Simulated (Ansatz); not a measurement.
# AlFH3N: the cost of one run

Method: RKS r2SCAN-D4/6-31G*, in Ansatz 0.2.0.

## 1. The system as given

Bond lengths: Al1–F2 1.690 Å, Al1–H3 1.560 Å, Al1–N4 1.920 Å, N4–H5 1.060 Å, N4–H6 1.060 Å. Angles: F2–Al1–H3 120.0°, F2–Al1–N4 120.0°, H3–Al1–N4 120.0°, Al1–N4–H5 120.0°, Al1–N4–H6 120.0°, H5–N4–H6 120.0°.

Coordinates:

```xyz
6

Al    0.0000    0.0000    0.0000
F     0.0000    0.0000    1.6900
H     1.3510    0.0000   -0.7800
N    -1.6627    0.0000   -0.9600
H    -2.3316   -0.8164   -0.8614
H    -1.9118    0.8164   -1.5886
```

## 2. Relaxing the start

Input file input.yaml:

```yaml
crystal:
  periodic: [false, false, false]
  atoms:
    - { symbol: Al, position_ang: [0.0, 0.0, 0.0] }
    - { symbol: F, position_ang: [0.0, 0.0, 1.69] }
    - { symbol: H, position_ang: [1.351, 0.0, -0.78] }
    - { symbol: "N", position_ang: [-1.6627, 0.0, -0.96] }
    - { symbol: H, position_ang: [-2.3316, -0.8164, -0.8614] }
    - { symbol: H, position_ang: [-1.9118, 0.8164, -1.5886] }
basis:
  gaussian: { orbitals: "6-31G*" }
hamiltonian:
  xc: r2scan
  dispersion: d4
relax:
  f_tol: 0.02
  max_steps: 40
```

The run is started by

```sh
$ ansatz run input.yaml --threads 1 --pin off --max-ram 2048MiB --backend cpu --events-out ev --progress --plain --runs-dir out
```

Q: Estimate wall time and peak memory on 1 thread of Arm Neoverse V2, shared host.

About 21 s, with a peak of 0.13 GiB.
